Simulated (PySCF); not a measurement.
Geometries of 2 isomers of C3H6P2, from PBE0-D3(BJ)/def2-SVP geometry optimisation, gas phase (PySCF 2.14.0). One conformer each, no zero-point energy, no frequencies.

Task: Which isomer lies lower at this level?
A.
```xyz
11
angstrom
C     -2.180    0.370    0.145
C     -0.850    0.198    0.042
C     -0.238   -0.968   -0.549
P      1.378   -1.338   -0.859
P      2.417    0.492   -0.107
H     -2.882   -0.379   -0.234
H     -2.604    1.264    0.608
H     -0.179    0.975    0.430
H     -0.938   -1.756   -0.866
H      3.714   -0.057   -0.338
H      2.399    1.174   -1.364
```
B.
```xyz
11
angstrom
C      2.653    0.403   -0.271
C      1.654   -0.226   -0.564
P      0.272   -1.282   -0.903
C     -1.104   -0.355   -0.059
P     -1.439    1.446   -0.396
H      3.537    0.960   -0.017
H      0.030   -0.815   -2.232
H     -2.029   -0.916   -0.278
H     -0.945   -0.468    1.026
H     -1.404    1.364   -1.823
H     -0.087    1.896   -0.305
```

Result: A. That is `C=C/C=P\P`, 26.0 kcal/mol below the other.

```tsv
SMILES	atoms numbered as above	E (Eh)	relative (kcal/mol)	relative (kJ/mol)	dipole (D)
C=C/C=P\P	[CH2:1]=[CH:2]/[CH:3]=[P:4]\[PH2:5]	-799.89150	0.0	0.0	1.19
C#CPCP	[CH:1]#[C:2][PH:3][CH2:4][PH2:5]	-799.85012	26.0	108.6	0.35
```

As drawn, the lower has a C=C bond outside aromatic rings, which the higher lacks; the higher has a C≡C bond, which the lower lacks.
